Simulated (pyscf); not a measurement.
# Addition across a multiple bond or ene-type step: hydrogen cyanide (HC≡N) + ethylene (H₂C=CH₂) → H₂C=CH–N=CH₂

Gas phase, singlet surface, charge 0. Bonds broken: C4–H6. Bonds formed: C1–H6, N2–C4. Optimised with ωB97X-D3(BJ)/def2-SVP in PySCF.

Transition state (Å):

```xyz
9

C     -0.0556    -1.0543     0.5935
N     -1.1484    -0.5831     0.2987
H      0.2741    -1.8623     1.2614
C     -0.5851     0.5266    -0.6766
C     -1.0733     0.4399    -1.9736
H      0.5858     0.2199    -0.5777
H     -0.5817     1.4157    -0.0337
H     -0.4638     0.7499    -2.8262
H     -1.9946    -0.1163    -2.1657
```

One imaginary mode, 1053i cm⁻¹; descent along it reached the two sides named.

| bond | change | reactant side (Å) | saddle | product side |
|---|---|---|---|---|
| C4–H6 | breaks | 1.096 | 1.214 | 2.553 |
| C1–H6 | forms | 5.4 | 1.846 | 1.109 |
| N2–C4 | forms | 3.5 | 1.581 | 1.409 |

Electronic energies relative to the separated reactants (eV):

```json
[
 {"level": "ωB97X-D3(BJ)/def2-TZVP", "barrier": "4.26", "reaction energy": "-0.36", "reverse barrier": "4.62"},
 {"level": "PBE/def2-TZVP", "barrier": "3.19", "reaction energy": "-0.47", "reverse barrier": "3.66"},
 {"level": "r²SCAN/def2-TZVP", "barrier": "3.43", "reaction energy": "-0.45", "reverse barrier": "3.89"},
 {"level": "B3LYP-D3(BJ)/def2-TZVP", "barrier": "3.80", "reaction energy": "-0.34", "reverse barrier": "4.13"},
 {"level": "PBE0-D3(BJ)/def2-TZVP", "barrier": "3.60", "reaction energy": "-0.56", "reverse barrier": "4.16"},
 {"level": "M06-2X/def2-TZVP", "barrier": "4.15", "reaction energy": "-0.31", "reverse barrier": "4.46"},
 {"level": "ωB97M-D3(BJ)/def2-TZVP", "barrier": "4.24", "reaction energy": "-0.25", "reverse barrier": "4.49"},
 {"level": "HF/def2-TZVP", "barrier": "5.73", "reaction energy": "+0.05", "reverse barrier": "5.68"}
]
```

With ωB97M-D3(BJ)/def2-TZVP energies and thermal terms (ideal gas, 1 atm, RRHO with modes under 100 cm⁻¹ raised to 100, one conformer, R ln 2 for chiral ones without a mode under 150 cm⁻¹), in eV:

```csv
T (K),ΔH‡,ΔG‡,ΔH,ΔG
298,4.14,4.56,-0.14,+0.28
600,4.15,4.98,-0.15,+0.71
900,4.17,5.39,-0.13,+1.13
1200,4.19,5.80,-0.10,+1.55
```

From the product side, •HC=CH₂ + H₂C=N• lies, by one bond made or cut, 0.51 eV under this saddle at ωB97M-D3(BJ)/def2-TZVP. The same reactants have a lower exit, to cyclic C₃H₅N (SMILES C1=NCC1) (barrier +2.72 eV at ωB97M-D3(BJ)/def2-TZVP, against +4.24 eV here). H₂C=CH–N=CH₂ lies 1.27 eV over its isomer H₃C–CH₂–C≡N (electronic energy, ωB97M-D3(BJ)/def2-TZVP). This is the saddle that the search found; another between the same sides may lie lower. One closed-shell reference is unstable to symmetry breaking; treat the single-reference values with care.
